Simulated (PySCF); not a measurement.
## Level of theory and adiabatic energies of losing or gaining an electron: methyl carbanion

Structure: `[CH3-]` ([CH3]-).

All levels share the PBE0-D3(BJ)/ma-def2-SVP structures and the PBE0-D3(BJ)/ma-def2-SVP thermal terms; only the single-point energies (PySCF) change. Values are adiabatic energies of losing or gaining an electron (0 K, eV).

| level | detachment energy to the radical | abs. error | time |
| --- | --- | --- | --- |
| HF/aug-cc-pVTZ | -1.45 | 1.48 | 1 s |
| CCSD(T)/aug-cc-pVTZ | 0.02 | 0.00 | 4.8 min |
| ωB97X-D3(BJ)/ma-def2-TZVP | 0.04 | 0.01 | – |
| MP2/aug-cc-pVTZ | 0.08 | 0.06 | 9.7 s |
| ATcT 1.112 | 0.02 |  |  |

Times are wall times for all single points of a level on 1 thread of Arm Neoverse V1, a shared host; the dash marks the run that also made the structures.

Hartree-Fock leaves out electron correlation, so its ionisation energies and electron affinities from energy differences come out too low, often by 1 eV or more.

The spread: 1.54 eV, from -1.45 to 0.08.

Note: the parent anion holds its electron weakly or not at all, so the values hang on the basis.

Differences come from unrounded values, so a last digit can differ from that of the printed terms.
